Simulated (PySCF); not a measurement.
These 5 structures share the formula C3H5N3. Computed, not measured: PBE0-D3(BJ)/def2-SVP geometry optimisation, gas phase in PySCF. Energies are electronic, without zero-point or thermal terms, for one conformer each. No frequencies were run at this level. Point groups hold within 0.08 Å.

Question: Rank from lowest to highest electronic energy at this level (kcal/mol).
A. `Cn1cncn1`
B. `Cn1ccnn1`
C. `Cn1nccn1`
D. `Nc1cn[nH]c1`
E. `Cn1cnnc1`

Answer: A (0.0), D (5.7), E (9.9), C (11.5), B (17.8).

Neighbours under 2.5 kcal/mol apart (Cn1cnnc1 and Cn1nccn1) can change places with a better method, another conformer or zero-point energy.

| SMILES | E (Eh) | E rel (kcal/mol) | dipole (D) | point group | A, B, C (MHz) |
| --- | --- | --- | --- | --- | --- |
| Cn1cncn1 | -281.04774 | 0.0 | 3.36 | Cs | 9591, 3812, 2776 |
| Nc1cn[nH]c1 | -281.03861 | 5.7 | 2.75 | – | 9368, 3526, 2569 |
| Cn1cnnc1 | -281.03192 | 9.9 | 6.17 | near Cs | 9599, 3685, 2709 |
| Cn1nccn1 | -281.02949 | 11.5 | 0.59 | near Cs | 9378, 3938, 2824 |
| Cn1ccnn1 | -281.01943 | 17.8 | 4.63 | near Cs | 9542, 3801, 2767 |
